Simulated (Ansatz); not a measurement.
# One shape, several levels: AlCl2 (SMILES [Cl][Al][Cl])

Wanted: a comparison of 6 runs (UHF/STO-3G, U-wB97M-V/STO-3G, UBHLYP/STO-3G, UPBE0/STO-3G, RPA@PBE/STO-3G, UCCSD/STO-3G) of AlCl2. 

The calculation is run with Ansatz 0.2.0.

32 further runs of the same task are left out: 4 that didn't finish, 28 set aside as unsound or not needed.

## Step 1: The system as given

AlCl2: 3 atoms, total charge 0, spin state doublet. SMILES: `[Cl][Al][Cl]`. The Al2–Cl1 distance was set to 3.153 Å, away from the relaxed value. At this shape a bond of the SMILES string is far longer than usual.

Bond lengths: Al2–Cl3 2.102 Å.

## Step 2: The energy at UHF/STO-3G (run 1)

job.yaml reads:

```yaml
crystal:
  periodic: [false, false, false]
  atoms:
    - {symbol: Cl, position_ang: [2.278274, 1.042105, 1.346663]}
    - {symbol: Al, position_ang: [-0.432100, 0.520700, -0.177200]}
    - {symbol: Cl, position_ang: [-0.953600, -1.453800, -0.674700]}
basis:
  gaussian:
    orbitals: STO-3G
magnetization:
  spin_polarized: true
  initial_magnetization: 1
accuracy: high
hamiltonian:
  xc: hf
```

Run with:

```bash
$ ansatz run job.yaml --threads 1 --pin off --max-ram 2610MiB --events-out events.jsonl --progress --plain --runs-dir runs
```

What it wrote:

```text
Warning: RAYON_NUM_THREADS=1 ignored (pool sized by the plan → 1); use --threads N
Functional definition: HF
  name "HF"
  exchange = exact_x
  correlation = 0
452 factors; integrals over basis functions are off by at most 2.1e-8 eV
mean field evaluation 1: about -31240.8481 eV, gradient 1.2e1 eV
mean field evaluation 2: about -31240.8716 eV, gradient 1.2e1 eV
mean field evaluation 4: about -31243.6781 eV, gradient 2.2e0 eV
mean field evaluation 8: about -31244.2938 eV, gradient 1.4e-1 eV
mean field evaluation 16: about -31244.2923 eV, gradient 2.0e-8 eV
mean field evaluation 32: about -31244.1016 eV, gradient 5.0e-1 eV
mean field evaluation 64: about -31244.2680 eV, gradient 1.1e0 eV
mean field -31244.29225902 eV, -1148.2065623771 hartree, gradient 2.0e-8 eV, S^2 0.795238; 3 other end points of the search recorded, 0 dependent functions left out
reference -31244.29225902 eV, -1148.2065623771 hartree; 24, 23 occupied and 3, 4 virtual orbitals, 452 factors
Total energy: -31244.29225902 eV, -1148.2065623771 hartree
```

Run time: 0.75 s. Hardware: 1 thread of Arm Neoverse V2, shared host.

## Step 3: A single-point energy at U-wB97M-V/STO-3G (run 2)

input.yaml reads:

```yaml
crystal:
  periodic: [false, false, false]
  atoms:
    - {symbol: Cl, position_ang: [2.278274, 1.042105, 1.346663]}
    - {symbol: Al, position_ang: [-0.432100, 0.520700, -0.177200]}
    - {symbol: Cl, position_ang: [-0.953600, -1.453800, -0.674700]}
basis:
  gaussian:
    orbitals: STO-3G
accuracy: high
hamiltonian:
  xc: {name: wB97M-V}
magnetization:
  spin_polarized: true
  initial_magnetization: 1
```

Run with:

```bash
$ ansatz run input.yaml --threads 1 --pin off --max-ram 2610MiB --events-out events.jsonl --progress --plain --runs-dir runs
```

What it wrote, cut to the lines that bear on the results:

```text
Warning: RAYON_NUM_THREADS=1 ignored (pool sized by the plan → 1); use --threads N
Functional definition: wB97M-V
  name "wB97M-V"
[...]
  gx(w, u) = 1 - cx + cx01*u + cx10*w
  gss(w, u) = css00 + css04*u^4 + css10*w + css20*w^2 + css43*w^4*u^3
  gos(w, u) = cos00 + cos10*w + (cos20 + cos21*u)*w^2 + (cos60 + cos61*u)*w^6
[...]
      + integral(e_c_pw_mod_opposite_spin*gos(b97_w_opposite, b97_u_opposite)) + vv10(b, c)
452 factors; integrals over basis functions are off by at most 2.1e-8 eV
160 factors; integrals over basis functions are off by at most 6.2e-10 eV
[...]
mean field -31293.52779605 eV, -1150.0159349900 hartree, gradient 1.5e-8 eV, S^2 0.760442; 4 other end points of the search recorded, 0 dependent functions left out
reference -31293.52779825 eV, -1150.0159350707 hartree; 24, 23 occupied and 3, 4 virtual orbitals, 452 factors
Total energy: -31293.52779825 eV, -1150.0159350707 hartree
```

It took 35 s on 1 thread of Arm Neoverse V2, shared host; peak memory 0.54 GiB.

Runs 3 to 5 aren't shown in full; the table further down has their settings and results.

## Step 4: The energy at UCCSD/STO-3G (run 6)

Changes to job.yaml since step 2:

```diff
@@ -12,4 +12,7 @@
   initial_magnetization: 1
+correlation:
+  method: ccsd
+  frozen_orbitals: {Al: 5, Cl: 5}
 accuracy: high
-hamiltonian:
-  xc: hf
+scf:
+  omitted_lower_state_checks: [cluster_reference, increment]
```

Run with:

```bash
$ ansatz run job.yaml --threads 1 --pin off --max-ram 2610MiB --events-out events.jsonl --progress --plain --runs-dir runs
```

What it wrote:

```text
Warning: RAYON_NUM_THREADS=1 ignored (pool sized by the plan → 1); use --threads N
[... 14 lines left out ...]
15 core orbitals not correlated: weight in the atoms' cores, before any rotation towards them, 1.000 or more for the frozen orbitals, at most 0.000 for the correlated occupied ones
[... 36 lines left out ...]
Total energy: -31245.28801407 eV, -1148.2431557003 hartree
Checks for a lower state left out: cluster_reference, increment
```

Wall time 1.2 s (1 thread of Arm Neoverse V2, shared host).

## Step 5: Overview of the runs

```
run             level  frozen core orbitals   energy (Eh)   ⟨S²⟩  wall time
  1        UHF/STO-3G                     –  -1148.206562  0.795     0.75 s
  2  U-wB97M-V/STO-3G                     –  -1150.015935  0.760       35 s
  3     UBHLYP/STO-3G                     –  -1149.941780  0.766      2.1 s
  4      UPBE0/STO-3G                     –  -1149.519125  0.760      2.4 s
  5    RPA@PBE/STO-3G                    15  -1148.291354  0.753      2.5 s
  6      UCCSD/STO-3G                    15  -1148.243156  0.795      1.2 s
```

## Step 6: Summary of results

```
                                           quantity           value
                                run 6: total energy  -1148.24316 Eh
run 6: correlation energy (15 core orbitals frozen)       -36.6 mEh
           run 6: ⟨S²⟩ of the reference determinant           0.795
                               run 6: T1 diagnostic           0.016
```

**Reading.** Totals of different functionals can't be ranked against each other. In runs 1, 2, 3, 4, 5, 6 the basis is minimal, so the values are rough. All runs together took 44 s, the longest 35 s.
